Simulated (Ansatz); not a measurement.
An input meant for SiH2Me(SiH3) (CH8Si2) (charge 0, singlet; atoms displaced at random, 0.08 Å in each coordinate).

```yaml
crystal:
  periodic: [false, false, false]
  atoms:
    - {symbol: Si, position_ang: [0.591928, 0.257923, 0.381910]}
    - {symbol: H, position_ang: [0.684567, 0.112181, 1.940554]}
    - {symbol: H, position_ang: [2.215210, 0.159902, -0.008064]}
    - {symbol: C, position_ang: [-0.008789, 1.627818, -0.140153]}
    - {symbol: H, position_ang: [0.392468, 2.449623, 0.318891]}
    - {symbol: H, position_ang: [-1.417415, 1.716676, 0.147056]}
    - {symbol: H, position_ang: [-0.145024, 1.678172, -1.117930]}
    - {symbol: Si, position_ang: [-0.345413, -1.705239, -0.297228]}
    - {symbol: H, position_ang: [-1.783644, -1.937747, 0.268605]}
    - {symbol: H, position_ang: [0.498247, -2.982175, 0.175817]}
    - {symbol: H, position_ang: [-0.469452, -1.775168, -1.698977]}
basis:
  gaussian: {orbitals: "6-31++G**"}
hamiltonian: {xc: {name: HF}}
correlation: {method: mp2, frozen_orbitals: {Si: 9}}
scf: {omitted_lower_state_checks: [starts]}
```

```sh
$ ansatz run in.yaml --threads 4 --pin off --events-out ev --progress --plain --max-ram 3916MiB
```

Problem. Predict how Ansatz answers.

Solution. The program refused the input. Frozen orbitals are typed for one element alone, and the program wants a count for each (the count typed has to fit that element's core, too).
```
Functional definition: HF
Error: "frozen_orbitals" has no count for H
```
